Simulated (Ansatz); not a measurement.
**C6H6O: a ladder of functionals and wavefunction methods**

The task here is to estimate one member of a computed series from the others.

Computed with Ansatz 0.2.0, Gaussian basis. Level: functionals in def2-TZVPP, the program's frozen cores in correlated methods.

Levels to be run: LDA (SPW92), PBE-D4, revPBE-D4, BLYP-D4, r2SCAN-D4, B97M-V, PBE0-D4, B3LYP-D4, r2SCANh-D4, r2SCAN0-D4, HSE06-D4, BHLYP-D4, CAM-B3LYP-D4, LC-ωPBE, ωB97X-V, ωB97M-V, B2PLYP, PBE-QIDH; CCSD(T)/def2-SVP; CCSD(T)/def2-TZVPP; MP2/def2-QZVPP; extrapolation to the limit; RPA on PBE.

## Structure used throughout

An earlier PBE0-D4 in a triple-zeta def2 set relaxation fixed the geometry.

SMILES `O=C1C=CCC=C1`, 13 atoms, charge 0, spin multiplicity 1.

Atoms are counted from 1 here; the program's logs count them from 0.

Bond lengths: O1–C2 1.217 Å, C2–C3 1.471 Å, C2–C7 1.471 Å, C3–C4 1.333 Å, C3–H8 1.084 Å, C4–C5 1.484 Å, C4–H9 1.086 Å, C5–C6 1.484 Å, C5–H10 1.100 Å, C5–H11 1.100 Å, C6–C7 1.333 Å, C6–H12 1.086 Å, C7–H13 1.084 Å. Angles: O1–C2–C3 121.9°, O1–C2–C7 121.9°, C3–C2–C7 116.2°, C2–C3–C4 121.8°, C2–C3–H8 116.1°, C4–C3–H8 122.0°, C3–C4–C5 122.8°, C3–C4–H9 120.2°, C5–C4–H9 117.0°, C4–C5–C6 114.5°, C4–C5–H10 109.5°, C4–C5–H11 109.5°, C6–C5–H10 109.5°, C6–C5–H11 109.5°, H10–C5–H11 103.6°, C5–C6–C7 122.8°, C5–C6–H12 117.0°, C7–C6–H12 120.2° and more.

As a file:

```
O     1.1106   -1.6883    1.9156
C     0.6252   -0.9504    1.0782
C    -0.6913   -1.2153    0.4788
C    -1.2225   -0.4062   -0.4384
C    -0.5367    0.8159   -0.9255
C     0.7894    1.0645   -0.3087
C     1.3220    0.2564    0.6087
H    -1.2037   -2.1055    0.8260
H    -2.1974   -0.6275   -0.8635
H    -0.4303    0.7668   -2.0194
H    -1.1858    1.6899   -0.7670
H     1.3278    1.9493   -0.6362
H     2.2926    0.4502    1.0514
```

The first run:

in.yaml reads:

```yaml
crystal:
  periodic: [false, false, false]
  atoms:
    - {symbol: O, position_ang: [1.110609, -1.688299, 1.915599]}
    - {symbol: C, position_ang: [0.625172, -0.950359, 1.078156]}
    - {symbol: C, position_ang: [-0.691298, -1.215260, 0.478836]}
    - {symbol: C, position_ang: [-1.222523, -0.406157, -0.438377]}
    - {symbol: C, position_ang: [-0.536704, 0.815869, -0.925465]}
    - {symbol: C, position_ang: [0.789436, 1.064530, -0.308656]}
    - {symbol: C, position_ang: [1.322043, 0.256448, 0.608656]}
    - {symbol: H, position_ang: [-1.203722, -2.105496, 0.825978]}
    - {symbol: H, position_ang: [-2.197353, -0.627497, -0.863542]}
    - {symbol: H, position_ang: [-0.430293, 0.766761, -2.019369]}
    - {symbol: H, position_ang: [-1.185798, 1.689901, -0.767006]}
    - {symbol: H, position_ang: [1.327840, 1.949321, -0.636246]}
    - {symbol: H, position_ang: [2.292610, 0.450229, 1.051437]}
basis:
  gaussian: {orbitals: def2-TZVPP}
hamiltonian: {xc: lda}
output: {orbitals: {seedname: orbitals}}
```

Started as:

```sh
ansatz run in.yaml --threads 2 --pin off --events-out ev --progress --plain --max-ram 32768MiB --backend cuda --devices 0, --max-vram 18GiB
```

Among the steps run: LDA; PBE-D4 (GGA); revPBE-D4 (GGA); BLYP-D4 (GGA); r2SCAN-D4 (meta-GGA); B97M-V (meta-GGA); B3LYP-D4 (hybrid); r2SCANh-D4 (hybrid); r2SCAN0-D4 (hybrid); HSE06-D4 (hybrid); BHLYP-D4 (hybrid); CAM-B3LYP-D4 (range-separated); LC-ωPBE (range-separated); ωB97X-V (range-separated); ωB97M-V (range-separated); B2PLYP (double hybrid); PBE-QIDH (double hybrid).

One table of the session follows, with a row left open; its other results are not shown here.

It belongs to the step «Orbital energies across the functionals». 

| functional | HOMO (eV) | LUMO (eV) | gap (eV) |
| --- | --- | --- | --- |
| LDA (SPW92) | -5.56 | -2.78 | 2.78 |
| PBE-D4 | ? | ? | ? |
| revPBE-D4 | -5.34 | -2.48 | 2.86 |
| BLYP-D4 | -5.33 | -2.42 | 2.91 |
| r2SCAN-D4 | -5.72 | -2.44 | 3.28 |
| B97M-V | -5.90 | -2.33 | 3.56 |
| PBE0-D4 | -7.09 | -1.64 | 5.44 |
| B3LYP-D4 | -6.84 | -1.85 | 4.98 |
| r2SCANh-D4 | -6.35 | -2.10 | 4.26 |
| r2SCAN0-D4 | -7.31 | -1.58 | 5.72 |
| HSE06-D4 | -6.68 | -2.02 | 4.66 |
| BHLYP-D4 | -8.72 | -0.56 | 8.16 |
| CAM-B3LYP-D4 | -8.58 | -0.53 | 8.05 |
| LC-ωPBE | -9.90 | 0.55 | 10.45 |
| ωB97X-V | -9.59 | 0.52 | 10.11 |
| ωB97M-V | -9.54 | 0.46 | 10.00 |

**Question.** Estimate the row for PBE-D4.

The run gave: HOMO (eV): -5.41; LUMO (eV): -2.56; gap (eV): 2.85. In the column «HOMO (eV)» it lies between LDA (SPW92) (-5.56) and revPBE-D4 (-5.34).
